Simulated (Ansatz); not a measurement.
# Where CCSD(T) holds and where it slips

Each species is computed at the geometry given (Å), with frozen cores, in Ansatz 0.2.0: RHF-CCSD(T) for singlets, UHF-CCSD(T) otherwise, and full CI in the same basis. The program picks the determinant by trial CCSD, so it needn't be the lowest Hartree–Fock solution. States: SiH2 A'', BH3⁺ A', BeMg⁻ Σ⁺ or Δ. Cases whose determinant has another symmetry than full CI's state, or whose (Q) step broke down, weren't drawn.

Problem. Judging by size, spin and bonding and the diagnostics given, rank them by the size of CCSD(T)'s error in total energy against full CI in the same basis, smallest first (an estimate).
A. SiH$_{2}$, triplet, cc-pVDZ: Si 0.000 -0.061 0.017; H 0.000 0.994 -1.763; H 0.000 0.697 1.295. T1 0.047, (T) -75 meV in a correlation energy of -2.80 eV
B. BeMg⁻, doublet, aug-cc-pVDZ: Be 0.000 0.000 0.000; Mg 0.000 0.000 7.173. T1 0.078, (T) -37 meV in a correlation energy of -2.31 eV
C. BH3⁺, doublet, cc-pVDZ: B 0.000 -0.088 0.197; H 0.000 1.835 -2.629; H 0.000 -0.088 1.371; H 0.000 -0.806 -0.858. T1 0.008, (T) -20 meV in a correlation energy of -2.08 eV

Solution. C (8.0 meV), B (21.8 meV), A (35.7 meV).

```
       species        basis  correlated electrons  CCSD(T) − full CI (meV)  CCSDT(Q) − full CI (meV)  unpaired electrons (full CI)     T1  ⟨S²⟩ of the determinant
 BH3⁺, doublet      cc-pVDZ                     5                      8.0                       0.2                          1.02  0.008                     0.75
BeMg⁻, doublet  aug-cc-pVDZ                     5                     21.8                       0.7                          1.26  0.078                     0.85
 SiH2, triplet      cc-pVDZ                     6                     35.7                       0.2                          2.08  0.047                     2.09
```

Unpaired electrons are Σ n²(2−n)² over natural occupations; an open shell counts its own unpaired electrons too. Frozen cores follow each run's orbitals, which moves totals by a few meV.
